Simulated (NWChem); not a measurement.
System: C2H6O cation, doublet; SMILES of the neutral closed-shell parent OCC

Output (shortened):

```
             Northwest Computational Chemistry Package (NWChem) 7.3.0
             --------------------------------------------------------

                             Geometry "geometry" -> ""
                             -------------------------

 Output coordinates in angstroms (scale by  1.889725989 to convert to a.u.)

  No.       Tag          Charge          X              Y              Z
 ---- ---------------- ---------- -------------- -------------- --------------
    1 C                    6.0000     0.25475300    -1.22288500    -0.00077400
    2 C                    6.0000    -0.46454700     0.07346800    -0.00117900
    3 O                    8.0000     0.19707800     1.23821500     0.00163100
    4 H                    1.0000    -0.46667200    -2.05150500    -0.00441900
    5 H                    1.0000     0.89121700    -1.32797600     0.89618600
    6 H                    1.0000     0.89790800    -1.32578900    -0.89313700
    7 H                    1.0000    -1.28140800     0.19751600    -0.79716900
    8 H                    1.0000    -1.28756600     0.19602500     0.78789800
    9 H                    1.0000     1.17533000     1.14241300     0.00059900

 Effective nuclear repulsion energy (a.u.)      82.6447582533

                              NWChem Property Module
                              ----------------------

  itol2e modified to match energy
  convergence criterion.

                                 NWChem DFT Module
                                 -----------------

 Summary of "ao basis" -> "ao basis" (spherical)
 ------------------------------------------------------------------------------
       Tag                 Description            Shells   Functions and Types
 ---------------- ------------------------------  ------  ---------------------
 C                          iglo-iii                15       35   7s6p2d
 O                          iglo-iii                15       35   7s6p2d
 H                          iglo-iii                 6       10   4s2p

  itol2e modified to match energy
  convergence criterion.

[...]

          ----------------------
          Hyperfine Interactions
          ----------------------

 Total Spin Density (Fermi Contact Term)
 ------------------ --------------------
     Atom            x         y         z       Density (a.u.)      Aiso(MHz)     Aiso(Gauss)
     1  13-C      0.48141  -2.31092  -0.00146      -0.008784         -9.875421      -3.523790
     2  13-C     -0.87787   0.13883  -0.00223      -0.049184        -55.291790     -19.729452
     3  17-O      0.37242   2.33989   0.00308       0.119800        -72.622430     -25.913445
     4   1-H     -0.88188  -3.87678  -0.00835      -0.000656         -2.931483      -1.046024
     5   1-H      1.68416  -2.50951   1.69355       0.009193         41.090938      14.662244
     6   1-H      1.69680  -2.50538  -1.68778       0.009094         40.649739      14.504813
     7   1-H     -2.42151   0.37325  -1.50643       0.099504        444.771354     158.705211
     8   1-H     -2.43315   0.37043   1.48891       0.098438        440.007605     157.005390
     9   1-H      2.22105   2.15885   0.00113      -0.011152        -49.846550     -17.786458

           -------------------------------------------
           Anisotropic Interaction (Spin-Dipolar Term)
           -------------------------------------------

 ------------------------------------------------------------
     Atom            x         y         z
 ------------------------------------------------------------
     1  13-C      0.48141  -2.31092  -0.00146

   Spin-Dipolar term (a.u.)
        xx             yy             zz             xy             xz             yz
 ------------------------------------------------------------------------------------------
      -0.010619       0.001291       0.009328      -0.006858       0.000100      -0.000303

   Principal Comp. of -hf- tensor (au)            Anisotropic -hfcc- (MHz)               Anisotropic -hfcc- (Gauss)
 --------------------------------------------------------------------------------------------------------------------------
     -0.013747     0.004398     0.009349      -1.844670     0.590165     1.254506      -0.658223     0.210585     0.447638

   Orientation of the principal axis of Hyperfine Tensor w.r.t absolute (molecular) frame
 --------------------------------------------------------------------------------------------------------------------------
      0.909843    -0.414183     0.025281
      0.414951     0.907929    -0.058992
      0.001481     0.064164     0.997938

 ------------------------------------------------------------
     Atom            x         y         z
 ------------------------------------------------------------
     2  13-C     -0.87787   0.13883  -0.00223

   Spin-Dipolar term (a.u.)
        xx             yy             zz             xy             xz             yz
 ------------------------------------------------------------------------------------------
      -0.164210      -0.113415       0.277624       0.019093      -0.000626      -0.000846

   Principal Comp. of -hf- tensor (au)            Anisotropic -hfcc- (MHz)               Anisotropic -hfcc- (Gauss)
 --------------------------------------------------------------------------------------------------------------------------
     -0.170586    -0.107041     0.277627     -22.891019   -14.363894    37.254912      -8.168071    -5.125386    13.293457

[...]
```

Level: BHandHLYP/IGLO-III, spin-unrestricted, contact and dipolar terms. Geometry: optimised at PBE0/def2-SVP, spin-unrestricted. The spin multiplicity was typed, not searched, and may not be the lowest. No stability test was run on the SCF state.

Problem. Which NWChem input produces such a log?

Solution. This is not unique; one that fits is the input that was run:
```
start job
memory heap 200 mb stack 900 mb global 1100 mb
charge 1
geometry units angstroms noautosym nocenter noautoz
  C      0.254753    -1.222885    -0.000774
  C     -0.464547     0.073468    -0.001179
  O      0.197078     1.238215     0.001631
  H     -0.466672    -2.051505    -0.004419
  H      0.891217    -1.327976     0.896186
  H      0.897908    -1.325789    -0.893137
  H     -1.281408     0.197516    -0.797169
  H     -1.287566     0.196025     0.787898
  H      1.175330     1.142413     0.000599
end
basis spherical
  C library iglo-iii
  O library iglo-iii
  H library iglo-iii
end
dft
  odft
  mult 2
  xc bhlyp
  iterations 150
end
property
  hyperfine
end
task dft property
```
